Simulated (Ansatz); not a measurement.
## Cs2SnI6 (Fm-3m, No. 225): cohesive energy by level of theory

No measured value is used here.

```
level (code)         value (eV/atom)  cell (Å³/atom)
-------------------  ---------------  --------------
LDA (Ansatz)                    2.81           39.91
PBE (Ansatz)                    2.31           48.41
PBEsol (Ansatz)                 2.53           42.86
PBE-D3(BJ) (Ansatz)             2.58           43.81
HSE06 (Ansatz)                  2.30           47.30
```

Free atoms are spin-polarised, in the lowest state found; at levels without +SOC their spin–orbit coupling is left out.  Density-functional levels without +SOC have no spin–orbit coupling, which shifts binding energies of heavy elements. PBE: the cell is over a tenth larger than the published one: the level's own overestimate first of all, though another phase or state, or a fault of the published cell, is possible. Each level is taken at its own relaxed cell. Cutoffs and k meshes differ between the levels. Ansatz's density-functional and Hartree–Fock values are scalar-relativistic unless marked +SOC, with PAW data made under PBE.

Ansatz is a first-principles code.
